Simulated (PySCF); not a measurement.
These are PBE0-D4/def2-TZVP (PySCF) values and carry that method's errors. Gas-phase values, no solvent. 

Reference species (SMILES): `[CH2]C` (neutral, multiplicity 2).

```yaml
highest_occupied_spin_orbital: -5.93 eV
```

Changed species: `C[O]` (radical fragment; the reference has radical fragment).

What does the change do to the highest occupied spin orbital?

the highest occupied spin orbital falls by 1.80 eV, to -7.73 eV.
